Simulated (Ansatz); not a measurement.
A made-up structure of C2H5, doublet:

```
7
angstrom
C -0.1263 -0.8473 0.0868
C 0.0946 0.6025 -0.1027
H -1.1269 -1.2594 0.1142
H 0.6947 -1.5077 0.3353
H 1.0740 0.8112 -0.5412
H 0.0589 1.1505 0.8517
H 0.2196 -1.1067 1.0547
```

It is relaxed with PBE-D4/def2-SVP and then PBE0-D4/def2-TZVP (Ansatz 0.2.0). Atoms count as bonded within 1.22 times the sum of their covalent radii (H–H: 0.88 Å). The end point is not checked to be a true minimum.

Problem. Does its bonding change? (Judge from chemistry; the calculation decides.)

Solution. Computed: No: no bond forms or breaks.

Where it ends: The first stage lowers the energy by 2.96 eV in 6 steps. It ends as C₂H₅ ([CH2][CH3]):
C1  (0.002, -0.903, 0.370)
C2  (0.349, 0.514, 0.128)
H3  (-0.969, -1.169, -0.076)
H4  (0.738, -1.583, -0.066)
H5  (0.852, 0.816, -0.782)
H6  (-0.006, 1.295, 0.788)
H7  (-0.078, -1.126, 1.438)
(Å)

Labels in which every atom is bracketed show which atoms are joined, not bond orders.

For scale, one of the runs: PBE0-D4/def2-TZVP relaxation, 92 basis functions, launched by `ansatz run in.yaml --threads 2 --pin off --events-out ev --progress --plain --max-ram 4352MiB`. Hardware: 2 CPU threads of an Intel Xeon Platinum 8488C, shared host. Wall time about 11 s.
